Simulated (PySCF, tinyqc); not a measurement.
Worked calculation: CCSD on RHF in the sto-3g basis, for CH+, spin multiplicity 1. The lowest restricted solution is unstable here: a spin-polarised one lies 0.0093 hartree lower (PySCF). One step of it, computed by the program tinyqc.

Question. CCSD: starting amplitudes. t_ij^ab = <ij||ab> / (e_i + e_j - e_a - e_b), whose energy is MP2.

orbital energies (hartree): MO1 -11.686297, MO2 -1.198801, MO3 -0.833956, MO4 -0.274019, MO5 -0.274019, MO6 0.062145

Two-electron integrals over orbitals (pq|rs), unique and non-zero (hartree):
```
(11|11) 3.513301    (21|11) -0.317692   (21|21) 0.046326    (22|11) 0.770715
(22|21) -0.009279   (22|22) 0.590274    (31|11) 0.158831    (31|21) -0.019558
(31|22) 0.016366    (31|31) 0.023023    (32|11) -0.095544   (32|21) 0.008760
(32|22) 0.033855    (32|31) 0.012376    (32|32) 0.103442    (33|11) 0.746354
(33|21) -0.011864   (33|22) 0.519308    (33|31) -0.007170   (33|32) -0.051934
(33|33) 0.596353    (41|41) 0.021466    (42|41) 0.025447    (42|42) 0.105405
(43|41) -0.012568   (43|42) -0.041606   (43|43) 0.046630    (44|11) 0.852064
(44|21) -0.009852   (44|22) 0.571410    (44|31) 0.004684    (44|32) -0.051711
(44|33) 0.550885    (44|44) 0.672833    (51|51) 0.021466    (52|51) 0.025447
(52|52) 0.105405    (53|51) -0.012568   (53|52) -0.041606   (53|53) 0.046630
(54|54) 0.036269    (55|11) 0.852064    (55|21) -0.009852   (55|22) 0.571410
(55|31) 0.004684    (55|32) -0.051711   (55|33) 0.550885    (55|44) 0.600295
(55|55) 0.672833    (61|11) 0.125436    (61|21) -0.021552   (61|22) -0.005479
(61|31) -0.002923   (61|32) -0.016190   (61|33) 0.014817    (61|44) 0.003385
(61|55) 0.003385    (61|61) 0.019852    (62|11) -0.196322   (62|21) 0.003117
(62|22) -0.079978   (62|31) -0.013346   (62|32) 0.011361    (62|33) -0.023511
(62|44) -0.101020   (62|55) -0.101020   (62|61) 0.008001    (62|62) 0.092811
(63|11) -0.183761   (63|21) 0.004510    (63|22) -0.033633   (63|31) 0.003817
(63|32) 0.077450    (63|33) -0.080753   (63|44) -0.093321   (63|55) -0.093321
(63|61) -0.006588   (63|62) 0.065298    (63|63) 0.115167    (64|41) -0.009119
(64|42) -0.036528   (64|43) -0.001392   (64|64) 0.024352    (65|51) -0.009119
(65|52) -0.036528   (65|53) -0.001392   (65|65) 0.024352    (66|11) 0.635032
(66|21) -0.004423   (66|22) 0.544214    (66|31) 0.014415    (66|32) 0.090647
(66|33) 0.494418    (66|44) 0.470200    (66|55) 0.470200    (66|61) -0.008134
(66|62) 0.009432    (66|63) 0.062949    (66|66) 0.645369
```

Give: Starting amplitudes; correlation energy.

Answer.

Starting amplitudes (spin orbitals 1a, 1b, ...; amplitudes related by a flip of all spins are not repeated):
```
from      to        t
3a 3b  6a 6b  -0.0643
2a 2b  4a 4b  -0.0570
2a 2b  5a 5b  -0.0570
3a 3b  4a 4b  -0.0416
3a 3b  5a 5b  -0.0416
2a 2b  6a 6b  -0.0368
2a 3b  6a 6b  -0.0303
2a 3b  4a 4b   0.0280
2a 3b  5a 5b   0.0280
1a 2b  4a 4b  -0.0021
1a 2b  5a 5b  -0.0021
1a 3b  4a 4b   0.0010
1a 3b  5a 5b   0.0010
1a 1b  4a 4b  -0.0009
1a 1b  5a 5b  -0.0009
1a 1b  6a 6b  -0.0008
1a 2b  6a 6b  -0.0006
1a 3b  6a 6b   0.0005
```

correlation energy = -0.035667 hartree
